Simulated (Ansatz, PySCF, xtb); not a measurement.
Breaking a bond: LiH, singlet.

GFN1-xTB (xtb); RKS-BP86/6-31G* = restricted BP86/6-31G*, spherical d (PySCF); UHF/STO-3G = PySCF with unrestricted Hartree-Fock/STO-3G; UCCSD = CCSD on UHF/aug-cc-pVTZ, frozen core (Ansatz, a program for electronic structure); UKS-B3LYP/6-31G* = unrestricted B3LYP/6-31G*, spherical d in PySCF.

Energies are in kcal/mol, each relative to the lowest point of its own curve near equilibrium.

```json
[
 {"R / Å": "1.21", "GFN1-xTB": "6.2", "RKS-BP86/6-31G*": "21.4", "UHF/STO-3G": "16.1", "UCCSD": "19.3", "UKS-B3LYP/6-31G*": "20.6"},
 {"R / Å": "1.28", "GFN1-xTB": "[?]", "RKS-BP86/6-31G*": "13.6", "UHF/STO-3G": "8.8", "UCCSD": "11.9", "UKS-B3LYP/6-31G*": "12.9"},
 {"R / Å": "1.35", "GFN1-xTB": "[?]", "RKS-BP86/6-31G*": "8.1", "UHF/STO-3G": "3.9", "UCCSD": "6.7", "UKS-B3LYP/6-31G*": "7.4"},
 {"R / Å": "1.44", "GFN1-xTB": "0.0", "RKS-BP86/6-31G*": "3.4", "UHF/STO-3G": "0.7", "UCCSD": "2.6", "UKS-B3LYP/6-31G*": "3.0"},
 {"R / Å": "1.50", "GFN1-xTB": "0.2", "RKS-BP86/6-31G*": "1.5", "UHF/STO-3G": "0.0", "UCCSD": "1.0", "UKS-B3LYP/6-31G*": "1.2"},
 {"R / Å": "1.52", "GFN1-xTB": "0.3", "RKS-BP86/6-31G*": "1.1", "UHF/STO-3G": "0.0", "UCCSD": "0.6", "UKS-B3LYP/6-31G*": "0.8"},
 {"R / Å": "1.60", "GFN1-xTB": "1.3", "RKS-BP86/6-31G*": "0.1", "UHF/STO-3G": "0.9", "UCCSD": "0.0", "UKS-B3LYP/6-31G*": "0.0"},
 {"R / Å": "1.64", "GFN1-xTB": "2.0", "RKS-BP86/6-31G*": "0.0", "UHF/STO-3G": "1.9", "UCCSD": "0.1", "UKS-B3LYP/6-31G*": "0.0"},
 {"R / Å": "1.68", "GFN1-xTB": "[?]", "RKS-BP86/6-31G*": "0.1", "UHF/STO-3G": "3.2", "UCCSD": "0.3", "UKS-B3LYP/6-31G*": "[?]"},
 {"R / Å": "1.76", "GFN1-xTB": "4.7", "RKS-BP86/6-31G*": "0.9", "UHF/STO-3G": "6.4", "UCCSD": "1.3", "UKS-B3LYP/6-31G*": "1.2"},
 {"R / Å": "1.87", "GFN1-xTB": "[?]", "RKS-BP86/6-31G*": "2.9", "UHF/STO-3G": "12.2", "UCCSD": "3.6", "UKS-B3LYP/6-31G*": "3.4"},
 {"R / Å": "1.98", "GFN1-xTB": "11.6", "RKS-BP86/6-31G*": "5.6", "UHF/STO-3G": "19.0", "UCCSD": "6.5", "UKS-B3LYP/6-31G*": "6.4"},
 {"R / Å": "2.15", "GFN1-xTB": "17.9", "RKS-BP86/6-31G*": "10.7", "UHF/STO-3G": "29.4", "UCCSD": "11.8", "UKS-B3LYP/6-31G*": "11.9"},
 {"R / Å": "2.44", "GFN1-xTB": "29.3", "RKS-BP86/6-31G*": "20.1", "UHF/STO-3G": "39.3", "UCCSD": "21.3", "UKS-B3LYP/6-31G*": "22.2"},
 {"R / Å": "2.64", "GFN1-xTB": "37.5", "RKS-BP86/6-31G*": "26.6", "UHF/STO-3G": "43.2", "UCCSD": "27.7", "UKS-B3LYP/6-31G*": "29.2"},
 {"R / Å": "2.91", "GFN1-xTB": "48.9", "RKS-BP86/6-31G*": "34.8", "UHF/STO-3G": "46.5", "UCCSD": "35.4", "UKS-B3LYP/6-31G*": "37.3"},
 {"R / Å": "3.17", "GFN1-xTB": "59.9", "RKS-BP86/6-31G*": "41.8", "UHF/STO-3G": "48.4", "UCCSD": "41.7", "UKS-B3LYP/6-31G*": "42.9"},
 {"R / Å": "3.57", "GFN1-xTB": "76.1", "RKS-BP86/6-31G*": "50.7", "UHF/STO-3G": "49.8", "UCCSD": "48.8", "UKS-B3LYP/6-31G*": "48.7"},
 {"R / Å": "3.94", "GFN1-xTB": "89.2", "RKS-BP86/6-31G*": "57.2", "UHF/STO-3G": "50.5", "UCCSD": "52.8", "UKS-B3LYP/6-31G*": "52.1"},
 {"R / Å": "4.32", "GFN1-xTB": "100.2", "RKS-BP86/6-31G*": "62.4", "UHF/STO-3G": "50.8", "UCCSD": "55.0", "UKS-B3LYP/6-31G*": "54.3"},
 {"R / Å": "4.74", "GFN1-xTB": "—", "RKS-BP86/6-31G*": "66.7", "UHF/STO-3G": "50.9", "UCCSD": "56.1", "UKS-B3LYP/6-31G*": "55.7"},
 {"R / Å": "5.56", "GFN1-xTB": "—", "RKS-BP86/6-31G*": "72.0", "UHF/STO-3G": "51.0", "UCCSD": "56.7", "UKS-B3LYP/6-31G*": "56.7"},
 {"R / Å": "6.33", "GFN1-xTB": "—", "RKS-BP86/6-31G*": "[?]", "UHF/STO-3G": "51.0", "UCCSD": "56.8", "UKS-B3LYP/6-31G*": "56.8"}
]
```

Task: Complete the blanks.

Result: 
- 1.28, GFN1-xTB: 2.7
- 1.35, GFN1-xTB: 0.8
- 1.68, GFN1-xTB: 2.8
- 1.68, UKS-B3LYP/6-31G*: 0.2
- 1.87, GFN1-xTB: 7.9
- 6.33, RKS-BP86/6-31G*: 74.6

A dash means that the run gave no value there, or that the column was ended at a point which the program doubted or which failed a test of continuity chosen for this set; such a test can also cut sound points.

The restricted form behind RKS-BP86/6-31G* keeps the bonding electrons paired and can't separate into open-shell fragments. The unrestricted determinant behind UHF/STO-3G is spin-contaminated at 2.15 to 6.33 Å (<S²> up to 1.0, against 0.00 for a pure singlet). The unrestricted determinant behind UCCSD is spin-contaminated at 2.44 to 6.33 Å (<S²> up to 1.0, against 0.00 for a pure singlet). With two correlated electrons CCSD is exact in the basis where it finds the lowest root (UCCSD). The unrestricted determinant behind UKS-B3LYP/6-31G* is spin-contaminated at 2.91 to 6.33 Å (<S²> up to 1.0, against 0.00 for a pure singlet).
